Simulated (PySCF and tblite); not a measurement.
Results of a calculation; reference values are marked as such.
1-fluorobutane, C4H9F, numbered as in [CH3:1][CH2:2][CH2:3][CH2:4][F:5].

Geometries PBE0-D3(BJ)/def2-SVP; weights from PBE0-D3(BJ)/def2-TZVP (IEF-PCM, chloroform) energies and GFN2-xTB thermal corrections, with symmetry numbers and mirror pairs. Conformers within 3 kcal/mol (GFN2-xTB free energy) were kept, 8 at most. Run with PySCF (density fitting) and tblite.

Rotational constants are equilibrium values for the commonest isotopes; dipoles come from the energy level named and are polarised by its solvent model.

Torsions listed: C1–C2–C3–C4, C2–C3–C4–F5. Of a mirror pair one member is shown.

| conformer | shape | symmetry |
| --- | --- | --- |
| 1 | 178°, -60° | C1 (pair) |
| 2 | 180°, 180° | Cs |
| 3 | -65°, -58° | C1 (pair) |
| 4 | -65°, -177° | C1 (pair) |
| 5 | -66°, 69° | C1 (pair) |

Task: Give the rotational constants and dipole components.

Result: 
| conformer | A (MHz) | B (MHz) | C (MHz) | abs μa (D) | abs μb (D) | abs μc (D) | κ | Ic−Ia−Ib (u Å²) |
| --- | --- | --- | --- | --- | --- | --- | --- | --- |
| 1 | 12547 | 2367 | 2177 | 0.94 | 1.70 | 0.50 | -0.96 | -21.7 |
| 2 | 19182 | 1942 | 1845 | 1.91 | 1.07 | 0.00 | -0.99 | -12.7 |
| 3 | 8472 | 2931 | 2706 | 1.03 | 1.30 | 1.13 | -0.92 | -45.3 |
| 4 | 12692 | 2294 | 2119 | 2.15 | 0.05 | 0.56 | -0.97 | -21.6 |
| 5 | 7397 | 3591 | 2684 | 0.44 | 2.04 | 0.37 | -0.62 | -20.7 |

Task: Which type of transition is strongest for conformer 1?

Result: b-type, since that component is clearly the largest; the top is near-prolate.
